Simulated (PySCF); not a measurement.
**LiN⁺ at M06-2X**

Level: M06-2X. basis Li def2-SVP, N def2-SVP; no relativity; PySCF 2.14.

| Property | Result |
| --- | --- |
| state | ⁴Σ⁻ (quartet), unpaired electrons σ ↑, π ↑↑ |
| bond length | 224.6 pm |
| harmonic wavenumber | 262 cm⁻¹ |
| force constant | 0.188 mdyn/Å |
| rotational constant Be | 0.7149 cm⁻¹ |
| anharmonicity ωexe | 10.6 cm⁻¹ |
| vibration–rotation constant αe | 0.0320 cm⁻¹ |
| well depth De to Li⁺ + N | 5.7 kcal/mol |
| dissociation energy D0 | 5.3 kcal/mol |
| bond order (Mayer) | 0.13 |
| dipole moment (positive dipole points towards N; it is taken about the centre of mass and depends on that origin) | -6.36 D |

The bond is weak. Basis-set superposition, not corrected here, can be much of De in a small basis, most of all at correlated wavefunction levels. For an ion De counts to the pair picked by the measured ionisation energies or electron affinities, which need not be the lowest pair at this level. The state is the lowest determinant that a PBE0 search found; another state may lie lower at other levels.
